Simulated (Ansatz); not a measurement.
GaAs (zinc blende): values from a third-order Birch-Murnaghan fit to a volume scan beside measured ones. Computed values: r2SCAN (plane waves to 500 eV, PAW, scalar-relativistic; Ansatz, a program for electronic structure). GaAs was relaxed with its symmetry unable to fall. The PAW data are Ansatz's earlier set.

| quantity | reference | kind | r2SCAN | difference |
|---|---|---|---|---|
| Lattice constant a (Å) | 5.64 | measured, corrected to the static lattice | 5.666 | +0.5 % |
| Bulk modulus B₀ (GPa) | 76.7 | measured, corrected to the static lattice | 72.3 | -5.7 % |

r2SCAN overestimates the lattice constant a by 0.5 %. r2SCAN underestimates the bulk modulus B₀ by 5.7 %.

References as given in: Daniel Mejia-Rodriguez, S. B. Trickey, Physical Review B (2018), arXiv:1807.09216.

(Under strain, the slope of the energy per volume gives the stress and its curvature an elastic modulus.)
